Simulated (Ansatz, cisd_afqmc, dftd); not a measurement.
Reaction: CS (methanidylidynesulfanium, SMILES [C-]#[S+]) → CS+ (parent SMILES [S+]#[C-], doublet) + e-
Each species at its own B3LYP-D3(BJ)/def2-TZVP minimum (Ansatz, a program for electronic structure).

Property: adiabatic ionisation energy (electronic), in eV. Radicals and triplets start from unrestricted determinants; spin-orbit coupling is neglected. Correlated methods leave the cores frozen. Rows without X2C or -DK are non-relativistic. AFQMC is phaseless with a CISD trial state; ± is one standard error, without the phaseless bias. Outlying blocks are dropped, and bars are widened where a walk drifts. Over all cases where full CI ran beside it in this data, AFQMC minus full CI had a median of +0.1 mEh and passed +0.4 mEh in a tenth of the cases. CBS(X,Y): correlation extrapolated as X^-3, Hartree-Fock from the larger set (Q,5: extrapolated as (X+1)exp(-9√X)). A bracket is a step between two methods taken in the basis named. Functionals run without relativity, which enters their misses. '+ core + X2C': CCSD(T) terms for core correlation (cc-pwCVTZ, 1s frozen past Ne) and scalar relativity (cc-pVTZ-DK). The T1 diagnostic of CS ([C-]#[S+], singlet) reaches 0.025 in the sets run. The UHF reference of CS+ (parent SMILES [C-]#[S+], doublet) is spin-contaminated (<S^2> up to 0.71 over the pure value in the sets run).

```
level                                                                                                                          program  adiabatic ionisation energy (eV)  difference against the last row
----------------------------------------------------------------------------------------------------------------------  --------------  --------------------------------  -------------------------------
HF/cc-pV(T+d)Z                                                                                                                  Ansatz                              9.87                            -1.46
PBE0-D4/def2-TZVPD                                                                                                      Ansatz + dftd4                             11.29                            -0.04
CCSD(T)/cc-pV(D+d)Z                                                                                                             Ansatz                             11.01                            -0.32
CCSD(T)/cc-pV(5+d)Z                                                                                                             Ansatz                             11.38                             0.05
CCSDT(Q)/cc-pV(D+d)Z                                                                                                            Ansatz                             10.92                            -0.41
AFQMC/CISD/cc-pV(D+d)Z                                                                                                      cisd_afqmc                      10.96 ± 0.02                            -0.37
CCSD(T)/CBS(cc-pV(Q+d)Z,cc-pV(5+d)Z) + [CCSDT(Q) - CCSD(T)]/cc-pV(T+d)Z + core + X2C                                            Ansatz                             11.32                            -0.01
CCSD(T)/CBS(cc-pV(Q+d)Z,cc-pV(5+d)Z) + [CCSDT(Q) - CCSD(T)]/cc-pV(Q+d)Z + [CCSDTQ - CCSDT(Q)]/cc-pV(D+d)Z + core + X2C          Ansatz                             11.33                             0.00
```
